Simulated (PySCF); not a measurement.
# How good is the calculation?

Molfile (atoms numbered from 1):
```
C3H7F
     RDKit          3D

 11 10  0  0  0  0  0  0  0  0999 V2000
   -1.1902   -0.4511    0.2131 C   0  0  0  0  0  0  0  0  0  0  0  0
   -0.1170    0.5353   -0.2196 C   0  0  0  0  0  0  0  0  0  0  0  0
    1.2872   -0.0360   -0.1034 C   0  0  0  0  0  0  0  0  0  0  0  0
   -0.2027    1.6623    0.5848 F   0  0  0  0  0  0  0  0  0  0  0  0
   -1.0134   -0.7633    1.2395 H   0  0  0  0  0  0  0  0  0  0  0  0
   -1.1694   -1.3240   -0.4324 H   0  0  0  0  0  0  0  0  0  0  0  0
   -2.1724    0.0109    0.1540 H   0  0  0  0  0  0  0  0  0  0  0  0
   -0.3066    0.8946   -1.2401 H   0  0  0  0  0  0  0  0  0  0  0  0
    1.4793   -0.3441    0.9216 H   0  0  0  0  0  0  0  0  0  0  0  0
    1.3880   -0.8956   -0.7592 H   0  0  0  0  0  0  0  0  0  0  0  0
    2.0227    0.7136   -0.3842 H   0  0  0  0  0  0  0  0  0  0  0  0
  1  2  1  0
  2  3  1  0
  2  4  1  0
  1  5  1  0
  1  6  1  0
  1  7  1  0
  2  8  1  0
  3  9  1  0
  3 10  1  0
  3 11  1  0
M  END
```

The experiment to reproduce: δ 19F F4 -165.2 ppm (measured; G. Saielli, R. Bini, A. Bagno, Computational 19F NMR. 2. Organic compounds, RSC Adv. 2014, ESI (exp. from Berger-Braun-Kalinowski 1994 and Everett 1995)).
δ 13C C2 87.3; C1/C3 22.6; δ 1H H8 4.84; H5/H6/H7/H9/H10/H11 1.34 ppm (measured; solution, not stated per compound (mostly CDCl3 or CCl4); Pretsch, Buehlmann, Badertscher, Structure Determination of Organic Compounds, 4th ed. (2009)).

- GFN2-xTB geometry
- shielding tensors at PBE0/pcSseg-1 (GIAO)
- run in PySCF 2.14
- no solvent model, single conformer, averaged over atoms made equivalent by symmetry, fast rotation or ring inversion, non-relativistic Hamiltonian

Q: What does the calculation give, and how does it compare?

A: 
Reference values: measured (G. Saielli, R. Bini, A. Bagno, Computational 19F NMR. 2. Organic compounds, RSC Adv. 2014, ESI (exp. from Berger-Braun-Kalinowski 1994 and Everett 1995)).
```csv
atoms,quantity,reference,computed,"computed, scaled"
F4,δ 19F vs CFCl3,-165.2,-200.7,-181.9
```

Reference values: measured (solution, not stated per compound (mostly CDCl3 or CCl4); Pretsch, Buehlmann, Badertscher, Structure Determination of Organic Compounds, 4th ed. (2009)).
```csv
atoms,quantity,reference,computed,"computed, scaled"
C2,δ 13C,87.3,89.7,85.6
C1/C3,δ 13C,22.6,25.2,22.4
H8,δ 1H,4.84,4.95,4.78
H5/H6/H7/H9/H10/H11,δ 1H,1.34,1.32,1.35
```

Computed shifts are σ(ref) − σ with the named reference compound (TMS for H and C) calculated as an isolated molecule at the same level. The measured values may be among those fitted. Expected solution values come from regression of measured δ (H and C: mostly CDCl3, vs TMS) on computed σ: 13C (scatter 2.1 ppm rms, 2.3 ppm with the 2 outliers that the fit left out); 1H (scatter 0.16 ppm rms, 0.17 ppm with the 2 outliers that the fit left out); 19F (scatter 1.8 ppm rms, 7.9 ppm with the 4 outliers that the fit left out vs CFCl3, solution or neat liquid, with a term for F on sp3 carbon). Occasional misses reach two or three times the rms, and more in compound classes unlike the fitted ones.

Q: How far are the unscaled 13C shifts from the references?

A: Mean signed difference +2.50 ppm, mean absolute 2.50 ppm over 2 comparisons; the largest is +2.6 ppm at C1/C3 (methyl carbon).

Q: How far are the unscaled 1H shifts from the references?

A: Mean signed difference +0.05 ppm, mean absolute 0.07 ppm over 2 comparisons; the largest is +0.11 ppm at H8 (hydrogen on an sp3 CH bonded to F).
